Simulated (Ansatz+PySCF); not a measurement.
Two shapes of singlet C₄H₁₀.

Shape 1:

```xyz
14

H     0.0000    0.0000    1.4738
C     0.0000    0.0000    0.3677
C     1.4538    0.0000   -0.0944
C    -0.7269    1.2590   -0.0944
C    -0.7269   -1.2590   -0.0944
H     1.5159    0.0000   -1.1960
H     1.9929    0.8896    0.2680
H     1.9929   -0.8896    0.2680
H    -0.7580    1.3128   -1.1960
H    -1.7669    1.2811    0.2680
H    -0.2260    2.1707    0.2680
H    -0.7580   -1.3128   -1.1960
H    -0.2260   -2.1707    0.2680
H    -1.7669   -1.2811    0.2680
```

Shape 2:

```xyz
14

H     0.0000    0.0000    1.5917
C     0.0000    0.0000    0.3971
C     1.5701    0.0000   -0.1020
C    -0.7850    1.3597   -0.1020
C    -0.7850   -1.3597   -0.1020
H     1.6372    0.0000   -1.2917
H     2.1523    0.9608    0.2894
H     2.1523   -0.9608    0.2894
H    -0.8186    1.4179   -1.2917
H    -1.9082    1.3836    0.2894
H    -0.2441    2.3443    0.2894
H    -0.8186   -1.4179   -1.2917
H    -0.2441   -2.3443    0.2894
H    -1.9082   -1.3836    0.2894
```

Basis set: def2-SVP (spherical functions). Correlated methods keep 4 orbitals frozen. Charge 0, multiplicity 1.

Computed with Ansatz (development build ahead of 0.2.0); each method stands on the lowest determinant of its kind that the runs found.

**Question.** Which shape is lower in energy, and by how much in each method?

**Answer.**

```tsv
method	E(2) − E(1) (eV)
RHF	2.055
UHF	2.055
RHF-MP2	1.782
UHF-MP2	1.782
```

Shape 1 is lower.
